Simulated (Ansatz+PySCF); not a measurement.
A calculation with PySCF 2.14.0.

```python
from pyscf import gto, scf, cc

mol = gto.M(atom="""
P 0.000000 0.000000 0.000000
O 0.000000 0.000000 1.600000
""", basis='6-31g', charge=0, spin=1)
mf = scf.UHF(mol)
mf.kernel()
mycc = cc.CCSD(mf, frozen=6).run()
et = mycc.ccsd_t()
print(mf.e_tot, mycc.e_corr, et, mycc.e_tot + et)
```

The script is written out from the run's settings.

Results

```json
{
 "Converged": "yes",
 "Reference energy": "-415.45314 hartree",
 "CCSD correlation energy": "-0.20251 hartree",
 "Triples correction": "-0.00975 hartree",
 "Total energy": "-415.66539 hartree",
 "Spin squared of the determinant": "0.760"
}
```

The reference isn't the lowest determinant (another lies 0.27 eV lower), but the same method gives a higher total on the lower determinant.
